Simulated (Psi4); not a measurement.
Psi4 input (wB97X-D/6-31G*):

```
memory 1500 MB

molecule {
1 2
S    -0.01709357    0.00412436    0.36533252
O     0.02559840    1.23445278   -0.37891730
O     0.00858873   -1.24270151   -0.35174774
symmetry c1
no_reorient
no_com
}

set {
  basis 6-31G*
  reference uks
  scf_type pk
  dft_radial_points 99
  dft_spherical_points 590
  e_convergence 1e-8
  d_convergence 1e-7
  maxiter 150
}

e = energy('wb97x-d')
print_out(f'\nFINAL {e:.10f} DIPOLE {variable("CURRENT DIPOLE")[0]:.6f} {variable("CURRENT DIPOLE")[1]:.6f} {variable("CURRENT DIPOLE")[2]:.6f}\n')
```

Output:

```
   => Loading Basis Set <=

    Name: 6-31G*
    Role: ORBITAL
    Keyword: BASIS
    atoms 1   entry S          line   316 file 6-31gs.gbs
    atoms 2-3 entry O          line   145 file 6-31gs.gbs

   => WB97X-D: Empirical Dispersion <=

    Chai and Head-Gordon Dispersion Correction
    Chai, J.-D.; Head-Gordon, M. (2010), J. Chem. Phys., 132: 6615-6620

        s6 =       1.000000

         ---------------------------------------------------------
                                   SCF
               by Justin Turney, Rob Parrish, Andy Simmonett
                          and Daniel G. A. Smith
                              UKS Reference
         ---------------------------------------------------------

  ==> Geometry <==

    Molecular point group: c1
    Full point group: C1

    Geometry (in Angstrom), charge = 1, multiplicity = 2:

       Center              X                  Y                   Z               Mass
    ------------   -----------------  -----------------  -----------------  -----------------
         S           -0.017093570000     0.004124360000     0.365332520000    31.972071174400
         O            0.025598400000     1.234452780000    -0.378917300000    15.994914619570
         O            0.008588730000    -1.242701510000    -0.351747740000    15.994914619570

  Running in c1 symmetry.

  Rotational constants: A =      1.97012  B =      0.34345  C =      0.29247 [cm^-1]
  Rotational constants: A =  59062.82610  B =  10296.42446  C =   8767.91376 [MHz]
  Nuclear repulsion =  107.841222467914747

  Charge       = 1
  Multiplicity = 2
  Electrons    = 31
  Nalpha       = 16
  Nbeta        = 15

  ==> Algorithm <==

  SCF Algorithm Type is PK.
  DIIS enabled.
  MOM disabled.
  Fractional occupation disabled.
  Guess Type is SAD.
  Energy threshold   = 1.00e-08
  Density threshold  = 1.00e-07
  Integral threshold = 1.00e-12

  ==> Primary Basis <==

  Basis Set: 6-31G*
    Blend: 6-31G*
    Number of shells: 20
    Number of basis functions: 49
    Number of Cartesian functions: 49
    Spherical Harmonics?: false
    Max angular momentum: 2

  ==> DFT Potential <==

   => LibXC <=

    Version 7.1.2
    S. Lehtola, C. Steigemann, M. J. T. Oliveira, and M. A. L. Marques,  SoftwareX 7, 1–5 (2018) (10.1016/j.softx.2017.11.002)

   => Composite Functional: WB97X-D <=

    wB97X-D Hyb-GGA Exchange-Correlation Functional

    J.-D. Chai and M. Head-Gordon,  Phys. Chem. Chem. Phys. 10, 6615–6620 (2008) (10.1039/B810189B)

    Deriv               =              1
    GGA                 =           TRUE
    Meta                =          FALSE

    Exchange Hybrid     =           TRUE
    MP2 Hybrid          =          FALSE

   => Exchange-Correlation Functionals <=

    1.0000   wB97X-D range-separated functional

   => Exact (HF) Exchange <=

    0.7780            HF,LR [omega = 0.2000]
    0.2220               HF

   => LibXC Density Thresholds  <==

    XC_HYB_GGA_XC_WB97X_D:  1.00E-14

   => Molecular Quadrature <=

    Radial Scheme          =       TREUTLER
    Pruning Scheme         =           NONE
    Nuclear Scheme         =       TREUTLER

    Blocking Scheme        =         OCTREE
    BS radius alpha        =              1
    Pruning alpha          =              1
    Radial Points          =             99
    Spherical Points       =            590
    Total Points           =         165799
    Total Blocks           =           1284
    Max Points             =            256
    Max Functions          =             48
    Weights Tolerance      =       1.00E-15

  ==> Integral Setup <==

  Using in-core PK algorithm.
   Calculation information:
      Number of atoms:                   3
      Number of AO shells:              20
      Number of primitives:             57
      Number of atomic orbitals:        49
      Number of basis functions:        49

      Integral cutoff                 1.00e-12
      Number of threads:                 1

  Performing in-core PK
  Using 2252775 doubles for integral storage.
  We computed 21466 shell quartets total.
  Whereas there are 22155 unique shell quartets.

  Computing range-separated integrals for PK
  We computed 21466 wK shell quartets total.
  Whereas there are 22155 wK unique shell quartets.

  ==> DiskJK: Disk-Based J/K Matrices <==

    J tasked:                  Yes
    K tasked:                  Yes
    wK tasked:                 Yes
    Omega:               2.000E-01
    Schwarz Cutoff:          1E-12


  Cached 100.0% of DFT collocation blocks in 0.207 [GiB].

  Minimum eigenvalue in the overlap matrix is 1.2019204036E-02.
  Reciprocal condition number of the overlap matrix is 2.2468019979E-03.
    Using symmetric orthogonalization.

  ==> Pre-Iterations <==

  SCF Guess: Superposition of Atomic Densities via on-the-fly atomic UHF (no occupation information).

   -------------------------
    Irrep   Nso     Nmo
   -------------------------
     A         49      49
   -------------------------
    Total      49      49
   -------------------------

  ==> Iterations <==

                        Total Energy        Delta E     RMS |[F,P]|

   @UKS iter SAD:  -548.36428932107981   -5.48364e+02   0.00000e+00
   @UKS iter   1:  -547.85769217037887    5.06597e-01   1.34603e-02 ADIIS/DIIS
   @UKS iter   2:  -547.63975576563530    2.17936e-01   2.13374e-02 ADIIS/DIIS
   @UKS iter   3:  -548.06305369146673   -4.23298e-01   1.13688e-03 ADIIS/DIIS
   @UKS iter   4:  -548.06502221900450   -1.96853e-03   3.63319e-04 ADIIS/DIIS
   @UKS iter   5:  -548.06543871228212   -4.16493e-04   1.29919e-04 ADIIS/DIIS
   @UKS iter   6:  -548.06558164747378   -1.42935e-04   4.43730e-05 DIIS
   @UKS iter   7:  -548.06560025921794   -1.86117e-05   1.35229e-05 DIIS
   @UKS iter   8:  -548.06560166628140   -1.40706e-06   4.01936e-06 DIIS
   @UKS iter   9:  -548.06560179036762   -1.24086e-07   1.19078e-06 DIIS
   @UKS iter  10:  -548.06560179985638   -9.48876e-09   4.53231e-07 DIIS
   @UKS iter  11:  -548.06560180062763   -7.71252e-10   5.83106e-07 DIIS
   @UKS iter  12:  -548.06560180106464   -4.37012e-10   1.52297e-07 DIIS
   @UKS iter  13:  -548.06560180116333   -9.86802e-11   3.71832e-08 DIIS
  Energy and wave function converged.

  ==> Post-Iterations <==

   Electrons on quadrature grid:
      Nalpha   =   15.9999998181 ; deviation = -1.819e-07
      Nbeta    =   14.9999998072 ; deviation = -1.928e-07
      Ntotal   =   30.9999996254 ; deviation = -3.746e-07

   @Spin Contamination Metric:   1.002381472E-02
   @S^2 Expected:                7.500000000E-01
   @S^2 Observed:                7.600238147E-01
   @S   Expected:                5.000000000E-01
   @S   Observed:                5.000000000E-01

    Orbital Energies [Eh]
    ---------------------

    Alpha Occupied:

       1A    -89.604895     2A    -19.708163     3A    -19.708154
       4A     -8.603516     5A     -6.551290     6A     -6.551199
       7A     -6.549873     8A     -1.610892     9A     -1.517854
      10A     -1.080249    11A     -0.933492    12A     -0.923806
      13A     -0.916479    14A     -0.790716    15A     -0.788291
      16A     -0.778561

    Alpha Virtual:

      17A     -0.381362    18A     -0.173247    19A     -0.153279
      20A      0.061945    21A      0.123707    22A      0.144187
      23A      0.201225    24A      0.392500    25A      0.394400
      26A      0.407033    27A      0.566254    28A      0.593386
      29A      0.713377    30A      0.724080    31A      0.775541
      32A      0.790477    33A      0.798886    34A      0.934294
      35A      1.031798    36A      1.086437    37A      1.499462
      38A      1.500266    39A      1.519085    40A      1.532077
      41A      1.611500    42A      1.752849    43A      1.799273
      44A      1.967101    45A      2.426267    46A      2.557821
      47A      3.345687    48A      3.376376    49A      3.640580

    Beta Occupied:

       1A    -89.603574     2A    -19.698365     3A    -19.698343
       4A     -8.602165     5A     -6.551387     6A     -6.550524
       7A     -6.545824     8A     -1.588931     9A     -1.489144
      10A     -1.041410    11A     -0.907193    12A     -0.901974
      13A     -0.884149    14A     -0.778427    15A     -0.751365

    Beta Virtual:

      16A     -0.494441    17A     -0.365447    18A     -0.161949
      19A     -0.125400    20A      0.067024    21A      0.123272
      22A      0.147195    23A      0.207403    24A      0.410986
      25A      0.412688    26A      0.422897    27A      0.575014
      28A      0.604916    29A      0.719850    30A      0.744895
      31A      0.796453    32A      0.797430    33A      0.820771
      34A      0.944421    35A      1.046822    36A      1.094380
      37A      1.510927    38A      1.520853    39A      1.531139
      40A      1.547865    41A      1.637254    42A      1.759717
      43A      1.813125    44A      1.988618    45A      2.440009
      46A      2.570817    47A      3.361480    48A      3.392397
      49A      3.647862

    Final Occupation by Irrep:
              A
    DOCC [    15 ]
    SOCC [     1 ]
    NA   [    16 ]
    NB   [    15 ]

  @UKS Final Energy:  -548.06560180116333

   => Energetics <=

    Nuclear Repulsion Energy =            107.8412224679147471
    One-Electron Energy =                -958.5641660770625094
    Two-Electron Energy =                 333.2804941516270105
    DFT Exchange-Correlation Energy =     -30.6230794637564223
    Empirical Dispersion Energy =          -0.0000728798863162
    VV10 Nonlocal Energy =                  0.0000000000000000
    Total Energy =                       -548.0656018011634387

  UHF NO Occupations:
  HONO-2 :   14  A 1.9994419
  HONO-1 :   15  A 1.9958196
  HONO-0 :   16  A 1.0000000
  LUNO+0 :   17  A 0.0041804
  LUNO+1 :   18  A 0.0005581
  LUNO+2 :   19  A 0.0000745
  LUNO+3 :   20  A 0.0000680

Computation Completed

Properties will be evaluated at   0.000000,   0.000000,   0.000000 [a0]

Properties computed using the SCF density matrix

 Multipole Moments:

 ------------------------------------------------------------------------------------
     Multipole            Electronic (a.u.)      Nuclear  (a.u.)        Total (a.u.)
 ------------------------------------------------------------------------------------

 L = 1.  Multiply by 2.5417464519 to convert [e a0] to [Debye]
 Dipole X            :         -0.0340559           -0.0000002           -0.0340561
 Dipole Y            :          0.0082172           -0.0000002            0.0082171
 Dipole Z            :          0.7278638           -0.0000000            0.7278638
 Magnitude           :                                                    0.7287064

 ------------------------------------------------------------------------------------

FINAL -548.0656018012 DIPOLE -0.034056 0.008217 0.727864

*** Psi4 exiting successfully. Buy a developer a beer!
```

The dipole moment of an ion depends on the origin.

The geometry given is a B3LYP-D3(BJ)/def2-TZVP minimum of the species of charge 0 and multiplicity 1, not of this state.
